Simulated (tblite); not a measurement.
Species: C₄H₇NO (charge +1 and doublet state).
Cartesian coordinates in Å at the GFN2-xTB level; atoms count from 1:
```xyz
13
C4H7NO angstrom
O      2.2718    1.2113   -0.0508
C      1.2149    0.6631    0.0331
C      0.9132   -0.8179   -0.1500
C     -0.5971   -0.9153   -0.2392
C     -1.1203    0.4537    0.1686
N      0.0236    1.2650    0.3495
H      1.3247   -1.2836    0.7545
H      1.4418   -1.2676   -0.9923
H     -0.9757   -1.7208    0.4000
H     -0.9402   -1.1721   -1.2466
H     -1.8186    0.8751   -0.5715
H     -1.7059    0.4329    1.1068
H     -0.0366    2.2766    0.4201
```

Method: GFN2-xTB as coded in tblite; computed harmonic values from a numerical Hessian at the method's own geometry, unscaled. Against measured fundamentals such values can be off by several per cent, at times by over 20. One conformer, not necessarily the lowest. Open shells enter through the occupations alone, without spin polarisation, and single modes of such species can be off by tens of per cent.

Harmonic wavenumbers (cm⁻¹): 105.1, 184.4, 418.5, 489.0, 606.9, 638.9, 702.5, 739.3, 806.4, 875.9, 946.1, 954.0, 976.9, 1013.2, 1041.1, 1069.5, 1107.2, 1134.3, 1209.6, 1231.2, 1273.9, 1293.4, 1352.1, 1361.8, 1391.7, 1739.8, 2795.8, 2875.2, 2911.1, 2924.2, 2962.2, 3002.4, 3357.4.

A = 7199, B = 3526, C = 2488 MHz; mass 85.053 u (most abundant isotopes); point group C1, symmetry number 1; spin multiplicity 2.

Question: What is the zero-point energy?

Answer: Half the sum of the wavenumbers: 22746 cm⁻¹ = 65.03 kcal/mol.

Question: Give the ideal-gas entropy at 298.15 K and 1 bar in the rigid-rotor, harmonic-oscillator model (classical rotation).

Answer: Translation 39.26, rotation 26.03, vibration 9.86, spin (R ln 2) 1.38: S = 76.5 cal/(mol K).

Question: And Cp and H(298.15 K) − H(0)?

Answer: Cp = 23.07 cal/(mol K), of which vibrations give 15.12 (their classical limit is 33 R = 65.6); H(298.15 K) − H(0) = 4.14 kcal/mol without the zero-point energy, 1.77 from vibrations.

Question: How do the functions run with temperature in this model?

Answer: 
```json
{"T (K)": "150", "S (cal/(mol K))": "64.8", "Cp (cal/(mol K))": "13.1", "H − H(0) (kcal/mol)": "1.52", "G − H(0) (kcal/mol)": "-8.19", "ln q(vib)": "0.68"}
{"T (K)": "250", "S (cal/(mol K))": "72.8", "Cp (cal/(mol K))": "19.4", "H − H(0) (kcal/mol)": "3.12", "G − H(0) (kcal/mol)": "-15.08", "ln q(vib)": "1.50"}
{"T (K)": "400", "S (cal/(mol K))": "84.4", "Cp (cal/(mol K))": "30.7", "H − H(0) (kcal/mol)": "6.89", "G − H(0) (kcal/mol)": "-26.87", "ln q(vib)": "3.08"}
{"T (K)": "600", "S (cal/(mol K))": "99.2", "Cp (cal/(mol K))": "42.2", "H − H(0) (kcal/mol)": "14.27", "G − H(0) (kcal/mol)": "-45.25", "ln q(vib)": "5.60"}
{"T (K)": "900", "S (cal/(mol K))": "118.5", "Cp (cal/(mol K))": "52.8", "H − H(0) (kcal/mol)": "28.67", "G − H(0) (kcal/mol)": "-78.00", "ln q(vib)": "9.64"}
```

q(vib) and H(0) count from the zero-point level.

Question: Which modes carry the vibrational entropy at 298.15 K?

Answer: 105.1 cm⁻¹: 3.36; 184.4 cm⁻¹: 2.28; 418.5 cm⁻¹: 0.90; 489.0 cm⁻¹: 0.69; 606.9 cm⁻¹: 0.44; 638.9 cm⁻¹: 0.39 cal/(mol K); the other 27 give 1.81 together.

Question: What must be added to the electronic energy to get the Gibbs energy at 298.15 K and 1 bar?

Answer: ZPE + [H(298.15 K) − H(0)] − T·S = 65.03 + 4.14 − 22.82 = 46.35 kcal/mol.

Question: Blend soft modes into free rotors: weight 1/[1 + (100 cm⁻¹/ν̃)⁴] for the oscillator and the rest for a rotor with moment μB/(μ + B), μ = h/(8π²ν), B = 10⁻⁴⁴ kg m². What vibrational entropy results?

Answer: 9.61 cal/(mol K) in place of 9.86, which changes −T·S at 298.15 K by +0.07 kcal/mol.

Hindered rotation and anharmonicity are outside this model. Other conformers, if any are populated, would add a mixing term that is left out. The structure is chiral; the term R ln 2 for an equal mix with its mirror image is left out.

The run took 0.21 s wall on one thread, Arm Neoverse V2 (aarch64) (shared host). The figure is for the frequency step alone.
